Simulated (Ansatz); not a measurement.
Geometry optimisation, RKS PBE-D4/def2-SVP in Ansatz.

The input (input.yaml):

```yaml
crystal:
  periodic: [false, false, false]
  atoms:
    - { symbol: C, position_ang: [-0.3283, 1.0298, -1.0078] }
    - { symbol: C, position_ang: [-0.0829, 0.2276, -0.2192] }
    - { symbol: C, position_ang: [0.2442, -0.7819, 0.7293] }
    - { symbol: O, position_ang: [-0.316, -1.7905, 0.8564] }
    - { symbol: H, position_ang: [-0.78316, 1.00055, 0.0975] }
    - { symbol: H, position_ang: [1.1731, -0.5587, 1.3466] }
basis:
  gaussian: { orbitals: def2-SVP }
hamiltonian:
  xc: pbe
  dispersion: d4
relax:
  f_tol: 0.02
  max_steps: 50
```

Command:

```bash
$ ansatz run input.yaml --threads 1 --pin off --max-ram 2048MiB --backend cpu --events-out ev --progress --plain --runs-dir out
```

Problem. Where does it end, and by what steps?

Solution. The run converged. After 34 steps the energy has fallen by 3.618 eV; H5 moved furthest, 1.46 Å. The start is strongly strained (largest force component 11 eV/Å), so its close contacts needn't be bonds. Parted: C2–H5.

```
step  energy less start (eV)  largest force component (eV/Å)  accepted
   0                  0.0000                          10.636       yes
   2                 -1.0642                           3.720        no
   4                 -1.3180                           0.910       yes
   6                 -1.3573                           0.189       yes
   8                 -1.3867                           1.064       yes
  10                 -1.3136                           2.525        no
  12                 -1.5440                           0.554       yes
  14                 -1.6530                           0.638       yes
  16                 -1.6729                           0.311       yes
  18                 -1.6989                           0.122       yes
  20                 -1.7042                           0.147       yes
  22                 -1.8167                           0.734       yes
  24                 -2.4871                           2.157       yes
  26                 -3.2171                           0.743       yes
  28                 -3.2292                           2.393        no
  30                 -3.5692                           0.488       yes
  32                 -3.6168                           0.074       yes
  34                 -3.6176                           0.009       yes
```

```xyz
6
Properties=species:S:1:pos:R:3
C -0.683 1.005 -0.500
C -0.177 0.089 0.137
C 0.463 -0.981 0.882
O -0.141 -1.857 1.477
H -1.146 1.808 -1.059
H 1.591 -0.937 0.866
```

Time of the run: 43 s on 1 thread of Arm Neoverse V2, with other jobs on the host, peak memory 0.11 GiB.
